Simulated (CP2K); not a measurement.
# C3HN (cyanoacetylene): levels of theory compared

We compute a comparison of 3 runs (B3LYP/def2-SVPD, PBE0/def2-SVPD, r2SCAN/def2-SVPD) of C3HN (cyanoacetylene). 

The calculation is run with CP2K 2026.2.

### Step 1. Starting point

C3HN: 5 atoms, total charge 0, spin state singlet. SMILES: `C#CC#N`. The coordinates come from a PBE0-D4/def2-TZVP relaxation.

Bond lengths: C1–C2 1.201 Å, C2–C3 1.369 Å, C3–N4 1.154 Å, C1–H5 1.066 Å. Angles: C1–C2–C3 180.0°, C2–C3–N4 180.0°, C2–C1–H5 179.9°.

### Step 2. A single-point energy at B3LYP/def2-SVPD (run 1)

File molecule.inp:

```
&GLOBAL
  PROJECT molecule
  RUN_TYPE ENERGY
  PRINT_LEVEL MEDIUM
&END

&FORCE_EVAL
  METHOD QUICKSTEP
  &DFT
    BASIS_SET_FILE_NAME ./def2_svpd.basis
    POTENTIAL_FILE_NAME POTENTIAL
    &QS
      METHOD GAPW
      EPS_DEFAULT 1.0E-10
    &END
    ! plane-wave cutoff in Ry
    &MGRID
      CUTOFF 280
      REL_CUTOFF 50
      NGRIDS 4
    &END
    &POISSON
      PERIODIC NONE
      POISSON_SOLVER WAVELET
    &END
    ! self-consistent field
    &SCF
      SCF_GUESS ATOMIC
      EPS_SCF 1.0E-07
      MAX_SCF 80
      ADDED_MOS 3
      &DIAGONALIZATION
        ALGORITHM STANDARD
      &END
      &MIXING
        METHOD DIRECT_P_MIXING
        ALPHA 0.4
      &END
    &END
    ! functional
    &XC
      &XC_FUNCTIONAL
        &HYB_GGA_XC_B3LYP
        &END
      &END
      &HF
        FRACTION 0.2
        &SCREENING
          EPS_SCHWARZ 1.0E-10
        &END
        &MEMORY
          MAX_MEMORY 1050
        &END
      &END
    &END
    ! extra output
    &PRINT
      &MOMENTS
        PERIODIC F
        REFERENCE COM
        MAX_MOMENT 1
      &END
      &MO ON
        ENERGIES T
        OCCUPATION_NUMBERS T
        NDIGITS 6
        &EACH
          QS_SCF 0
        &END
        ADD_LAST NUMERIC
      &END
      &LOWDIN ON
      &END
      &HIRSHFELD OFF
      &END
    &END
  &END
  &SUBSYS
    &CELL
      ABC 16.3 16.3 16.3
      PERIODIC NONE
    &END
    &COORD
      C     -0.137800     1.253000     0.148800
      C     -0.000300     0.068900     0.002100
      C      0.157500    -1.280600    -0.165000
      N      0.291100    -2.418400    -0.305600
      H     -0.260600     2.303500     0.278300
    &END
    &TOPOLOGY
      &CENTER_COORDINATES
      &END
    &END
    &KIND C
      BASIS_SET def2-SVPD
      POTENTIAL ALL
      LEBEDEV_GRID 194
      RADIAL_GRID 100
    &END
    &KIND N
      BASIS_SET def2-SVPD
      POTENTIAL ALL
      LEBEDEV_GRID 194
      RADIAL_GRID 100
    &END
    &KIND H
      BASIS_SET def2-SVPD
      POTENTIAL ALL
      LEBEDEV_GRID 194
      RADIAL_GRID 100
    &END
  &END
&END
```

On the command line:

```console
OMP_NUM_THREADS=1 cp2k.psmp molecule.inp > molecule.out
```

What it wrote:

```text
CP2K| version string:                                       CP2K version 2026.2
[...]
 GLOBAL| Method name                                                        CP2K
[...]
 GLOBAL| Run type                                                         ENERGY
[...]
 DFT| Spin restricted Kohn-Sham (RKS) calculation                            RKS
 DFT| Multiplicity                                                             1
[...]
 DFT| Charge                                                                   0
[...]
 FUNCTIONAL| HYB_GGA_XC_B3LYP:
[...]
 QS| Method:                                                                GAPW
[...]
 QS| Density cutoff [a.u.]:                                                140.0
[...]
 QS| Relative density cutoff [a.u.]:                                        25.0
[...]
                             - Atoms:                                          5
[...]
                             - Spherical basis functions:                     88
[...]
 Number of electrons:                                                         26
[...]
     1 P_Mix/Diag. 0.40E+00    9.0    10.20638252      -170.1900098356 -1.70E+02
[...]
    18 DIIS/Diag.  0.12E-07    6.1     0.00000006      -169.4546454128 -8.53E-14
  *** SCF run converged in    18 steps ***
[...]
  Overlap energy of the core charge distribution:               0.00009912020128
  Self energy of the core charge distribution:               -136.54829055920760
  Core Hamiltonian energy:                                    -29.03098642918743
  Hartree energy:                                              53.08862106057069
  Exchange-correlation energy:                                 -7.23472961836125
  Hartree-Fock Exchange energy:                                -4.46236438464665
[...]
                     Mulliken Population Analysis
 #  Atom  Element  Kind  Atomic population                           Net charge
       1     C        1          7.814940                             -1.814940
       2     C        1          3.927768                              2.072232
       3     C        1          6.192449                             -0.192449
       4     N        2          6.958025                              0.041975
       5     H        3          1.106817                             -0.106817
 # Total charge                             26.000000                 -0.000000
[...]
  Dipole moment [Debye]
    X= -0.4479075E+00 Y=  0.3826724E+01 Z=  0.4729164E+00  Total=      3.8817639
 ENERGY| Total FORCE_EVAL ( QS ) energy [hartree]           -169.454645412750580
[...]
```

Wall time 2 min (1 thread of Arm Neoverse V1, shared host); peak memory 2 GiB.

### Step 3. A single-point energy at PBE0/def2-SVPD (run 2)

File molecule.xyz:

```xyz
5

C     -0.137800     1.253000     0.148800
C     -0.000300     0.068900     0.002100
C      0.157500    -1.280600    -0.165000
N      0.291100    -2.418400    -0.305600
H     -0.260600     2.303500     0.278300
```

File molecule.inp:

```
&GLOBAL
   PROJECT_NAME molecule
   RUN_TYPE ENERGY
   PRINT_LEVEL MEDIUM
&END

&FORCE_EVAL
   METHOD Quickstep
   &DFT
      BASIS_SET_FILE_NAME ./def2_svpd.basis
      POTENTIAL_FILE_NAME POTENTIAL
      CHARGE 0
      MULTIPLICITY 1
      &QS
         METHOD GAPW
         EPS_DEFAULT 1.0E-10
      &END
      &MGRID
         CUTOFF 280
         REL_CUTOFF 50
         NGRIDS 4
      &END
      &POISSON
         PERIODIC NONE
         POISSON_SOLVER WAVELET
      &END
      &SCF
         SCF_GUESS ATOMIC
         EPS_SCF 1.0E-07
         MAX_SCF 100
         ADDED_MOS 5
         &DIAGONALIZATION
            ALGORITHM STANDARD
         &END
         &MIXING
            METHOD DIRECT_P_MIXING
            ALPHA 0.4
         &END
      &END
      &XC
         &XC_FUNCTIONAL
            &HYB_GGA_XC_PBEH
            &END
         &END
         &HF
            FRACTION 0.25
            &SCREENING
               EPS_SCHWARZ 1.0E-10
               SCREEN_ON_INITIAL_P F
            &END
            &INTERACTION_POTENTIAL
               POTENTIAL_TYPE COULOMB
            &END
            &MEMORY
               MAX_MEMORY 1050
            &END
         &END
      &END
      &PRINT
         &MOMENTS
            PERIODIC F
            REFERENCE COM
            MAX_MOMENT 1
         &END
         &MO ON
            ENERGIES T
            OCCUPATION_NUMBERS T
            NDIGITS 6
            &EACH
               QS_SCF 0
            &END
            ADD_LAST NUMERIC
         &END
         &LOWDIN ON
         &END
         &HIRSHFELD OFF
         &END
      &END
   &END
   &SUBSYS
      &CELL
         ABC [angstrom] 16.3 16.3 16.3
         PERIODIC NONE
      &END
      &TOPOLOGY
         COORD_FILE_NAME molecule.xyz
         COORD_FILE_FORMAT XYZ
         &CENTER_COORDINATES
         &END
      &END
      &KIND C
         BASIS_SET def2-SVPD
         POTENTIAL ALL
         LEBEDEV_GRID 194
         RADIAL_GRID 100
      &END
      &KIND N
         BASIS_SET def2-SVPD
         POTENTIAL ALL
         LEBEDEV_GRID 194
         RADIAL_GRID 100
      &END
      &KIND H
         BASIS_SET def2-SVPD
         POTENTIAL ALL
         LEBEDEV_GRID 194
         RADIAL_GRID 100
      &END
   &END
&END
```

On the command line:

```console
OMP_NUM_THREADS=1 cp2k.psmp -i molecule.inp -o molecule.out
```

What it wrote:

```text
CP2K| version string:                                       CP2K version 2026.2
[...]
 GLOBAL| Method name                                                        CP2K
[...]
 GLOBAL| Run type                                                         ENERGY
[...]
 DFT| Spin restricted Kohn-Sham (RKS) calculation                            RKS
 DFT| Multiplicity                                                             1
[...]
 DFT| Charge                                                                   0
[...]
 FUNCTIONAL| HYB_GGA_XC_PBEH:
[...]
 QS| Method:                                                                GAPW
[...]
 QS| Density cutoff [a.u.]:                                                140.0
[...]
 QS| Relative density cutoff [a.u.]:                                        25.0
[...]
                             - Atoms:                                          5
[...]
                             - Spherical basis functions:                     88
[...]
 Number of electrons:                                                         26
[...]
     1 P_Mix/Diag. 0.40E+00    8.7     8.05508015      -170.0103439800 -1.70E+02
[...]
    17 DIIS/Diag.  0.83E-07    5.8     0.00000004      -169.2432224302 -8.53E-14
  *** SCF run converged in    17 steps ***
[...]
  Overlap energy of the core charge distribution:               0.00009912020128
  Self energy of the core charge distribution:               -136.54829055920760
  Core Hamiltonian energy:                                    -29.10429670080907
  Hartree energy:                                              53.17915790777102
  Exchange-correlation energy:                                 -6.79293217827669
  Hartree-Fock Exchange energy:                                -5.57822706672647
[...]
                     Mulliken Population Analysis
 #  Atom  Element  Kind  Atomic population                           Net charge
       1     C        1          7.750542                             -1.750542
       2     C        1          4.262722                              1.737278
       3     C        1          5.982197                              0.017803
       4     N        2          7.052744                             -0.052744
       5     H        3          0.951795                              0.048205
 # Total charge                             26.000000                 -0.000000
[...]
  Dipole moment [Debye]
    X= -0.4476424E+00 Y=  0.3824817E+01 Z=  0.4726376E+00  Total=      3.8798191
 ENERGY| Total FORCE_EVAL ( QS ) energy [hartree]           -169.243222430196028
[...]
```

Wall time 1.7 min (1 thread of Arm Neoverse V1, shared host); peak memory 2 GiB.

### Step 4. The energy at r2SCAN/def2-SVPD (run 3)

File job.inp:

```
&GLOBAL
   PROJECT_NAME job
   RUN_TYPE ENERGY
   PRINT_LEVEL MEDIUM
&END GLOBAL
&FORCE_EVAL
   METHOD Quickstep
   &DFT
      BASIS_SET_FILE_NAME ./def2_svpd.basis
      POTENTIAL_FILE_NAME POTENTIAL
      CHARGE 0
      MULTIPLICITY 1
      &QS
         METHOD GAPW
         EPS_DEFAULT 1.0E-10
      &END QS
      &MGRID
         CUTOFF 280
         REL_CUTOFF 50
         NGRIDS 4
      &END MGRID
      &POISSON
         PERIODIC NONE
         POISSON_SOLVER WAVELET
      &END POISSON
      &SCF
         SCF_GUESS ATOMIC
         EPS_SCF 1.0E-07
         MAX_SCF 100
         ADDED_MOS 3
         &DIAGONALIZATION
            ALGORITHM STANDARD
         &END DIAGONALIZATION
         &MIXING
            METHOD BROYDEN_MIXING
            ALPHA 0.3
            NBUFFER 4
         &END MIXING
      &END SCF
      &XC
         &XC_FUNCTIONAL
            &MGGA_X_R2SCAN
            &END MGGA_X_R2SCAN
            &MGGA_C_R2SCAN
            &END MGGA_C_R2SCAN
         &END XC_FUNCTIONAL
      &END XC
      &PRINT
         &MOMENTS
            PERIODIC F
            REFERENCE COM
            MAX_MOMENT 1
         &END MOMENTS
         &MO ON
            ENERGIES T
            OCCUPATION_NUMBERS T
            NDIGITS 6
            &EACH
               QS_SCF 0
            &END EACH
            ADD_LAST NUMERIC
         &END MO
         &LOWDIN ON
         &END LOWDIN
         &HIRSHFELD OFF
         &END HIRSHFELD
      &END PRINT
   &END DFT
   &SUBSYS
      &CELL
         ABC [angstrom] 16.3 16.3 16.3
         PERIODIC NONE
      &END CELL
      &COORD
         C     -0.137800     1.253000     0.148800
         C     -0.000300     0.068900     0.002100
         C      0.157500    -1.280600    -0.165000
         N      0.291100    -2.418400    -0.305600
         H     -0.260600     2.303500     0.278300
      &END COORD
      &TOPOLOGY
         &CENTER_COORDINATES
         &END CENTER_COORDINATES
      &END TOPOLOGY
      &KIND C
         BASIS_SET def2-SVPD
         POTENTIAL ALL
         LEBEDEV_GRID 194
         RADIAL_GRID 100
      &END KIND
      &KIND N
         BASIS_SET def2-SVPD
         POTENTIAL ALL
         LEBEDEV_GRID 194
         RADIAL_GRID 100
      &END KIND
      &KIND H
         BASIS_SET def2-SVPD
         POTENTIAL ALL
         LEBEDEV_GRID 194
         RADIAL_GRID 100
      &END KIND
   &END SUBSYS
&END FORCE_EVAL
```

On the command line:

```console
OMP_NUM_THREADS=1 cp2k.psmp -i job.inp -o job.out
```

What it wrote:

```text
CP2K| version string:                                       CP2K version 2026.2
[...]
 GLOBAL| Method name                                                        CP2K
[...]
 GLOBAL| Run type                                                         ENERGY
[...]
 DFT| Spin restricted Kohn-Sham (RKS) calculation                            RKS
 DFT| Multiplicity                                                             1
[...]
 DFT| Charge                                                                   0
[...]
 FUNCTIONAL| MGGA_X_R2SCAN:
[...]
 FUNCTIONAL| MGGA_C_R2SCAN:
[...]
 QS| Method:                                                                GAPW
[...]
 QS| Density cutoff [a.u.]:                                                140.0
[...]
 QS| Relative density cutoff [a.u.]:                                        25.0
[...]
                             - Atoms:                                          5
[...]
                             - Spherical basis functions:                     88
[...]
 Number of electrons:                                                         26
[...]
     1 NoMix/Diag. 0.30E+00    7.3     8.81970344      -170.0144555676 -1.70E+02
[...]
    50 Broy./Diag. 0.30E+00    7.1     0.00000004      -169.3456761346  2.12E-09
  *** SCF run converged in    50 steps ***
[...]
  Overlap energy of the core charge distribution:               0.00009912020128
  Self energy of the core charge distribution:               -136.54829055920760
  Core Hamiltonian energy:                                    -29.10739316112512
  Hartree energy:                                              53.18631242957532
  Exchange-correlation energy:                                 -8.69709531715444
[...]
                     Mulliken Population Analysis
 #  Atom  Element  Kind  Atomic population                           Net charge
       1     C        1          7.798732                             -1.798732
       2     C        1          4.161736                              1.838264
       3     C        1          6.048037                             -0.048037
       4     N        2          7.034725                             -0.034725
       5     H        3          0.956770                              0.043230
 # Total charge                             26.000000                 -0.000000
[...]
  Dipole moment [Debye]
    X= -0.4499951E+00 Y=  0.3844711E+01 Z=  0.4750950E+00  Total=      3.9000017
 ENERGY| Total FORCE_EVAL ( QS ) energy [hartree]           -169.345676134637699
[...]
```

It took 6.2 min on 1 thread of Arm Neoverse V1, shared host; peak memory 3.3 GiB.

### Step 5. Overview of the runs

```
run             level  iteration cap  added orbitals  energy (Eh)  dipole moment (D)  HOMO energy (eV)  LUMO energy (eV)  wall time
  1   B3LYP/def2-SVPD             80               3  -169.454645               3.88             -8.83             -1.85      2 min
  2    PBE0/def2-SVPD            100               5  -169.243222               3.88             -9.08             -1.63    1.7 min
  3  r2SCAN/def2-SVPD            100               3  -169.345676               3.90             -8.13             -2.45    6.2 min
```

### Step 6. What came out

| quantity | value |
| --- | --- |
| run 3: total energy | -169.34568 Eh |
| run 3: dipole moment | 3.90 D |
| run 3: HOMO energy | -8.13 eV |
| run 3: LUMO energy | -2.45 eV |
| run 3: HOMO–LUMO gap | 5.68 eV |

**Reading.** The dipole moment (its size) runs from 3.88 D (PBE0/def2-SVPD) to 3.90 D (r2SCAN/def2-SVPD). The HOMO–LUMO gap runs from 5.68 eV (r2SCAN/def2-SVPD) to 7.45 eV (PBE0/def2-SVPD). Totals of different functionals can't be ranked against each other. All runs together took 9.9 min, the longest 6.2 min.
